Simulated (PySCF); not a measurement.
Gas-phase reaction: 2 Al + 4 HCl ⇌ 2 AlHCl2 + H2

Computed with PySCF and rigid-rotor harmonic-oscillator thermochemistry at 1 bar. † marks an energy on the PBE0/def2-TZVP geometry and frequencies; other levels use their own. MP2 freezes the core. 6-31G* has spherical d functions here. Open shells (unrestricted): Al (multiplicity 2, electronic degeneracy 6); the rest are closed-shell singlets. Spin-orbit splitting is ignored; it lowers the true energy and changes the entropy of Al. B3LYP is the form with VWN-RPA correlation. AlHCl2: computed as isolated molecules; such fragments, hydroxides, amides, oligomers or adducts are transient or little studied in the gas. MP2 isn't extrapolated to the basis-set limit; its ΔH°(298 K) is -1025.8 kJ in def2-SVP and -1035.5 kJ in def2-TZVPP. The harmonic model lacks anharmonicity and excited electronic states, which grow with temperature; levels with a mode under 35 cm⁻¹ are left out.

```json
[
 {"level": "B3LYP/6-31G*", "ΔE electronic, kJ": "-1000", "ΔH°(298 K), kJ": "-1003", "ΔS°(298 K), J/K": "-369", "ΔG°(1400 K), kJ": "-495"},
 {"level": "HF/def2-TZVP†", "ΔE electronic, kJ": "-923", "ΔH°(298 K), kJ": "-927", "ΔS°(298 K), J/K": "-369", "ΔG°(1400 K), kJ": "-420"},
 {"level": "M06-2X/def2-TZVP†", "ΔE electronic, kJ": "-1037", "ΔH°(298 K), kJ": "-1042", "ΔS°(298 K), J/K": "-369", "ΔG°(1400 K), kJ": "-534"},
 {"level": "MP2/def2-TZVPP†", "ΔE electronic, kJ": "-1031", "ΔH°(298 K), kJ": "-1035", "ΔS°(298 K), J/K": "-369", "ΔG°(1400 K), kJ": "-528"},
 {"level": "r2SCAN/def2-TZVP†", "ΔE electronic, kJ": "-1050", "ΔH°(298 K), kJ": "-1054", "ΔS°(298 K), J/K": "-369", "ΔG°(1400 K), kJ": "-547"},
 {"level": "ωB97X-V/def2-TZVP†", "ΔE electronic, kJ": "-1041", "ΔH°(298 K), kJ": "-1046", "ΔS°(298 K), J/K": "-369", "ΔG°(1400 K), kJ": "-538"}
]
```
ΔH° is lowest at r2SCAN/def2-TZVP† and highest at HF/def2-TZVP†. No reference value is set beside these.
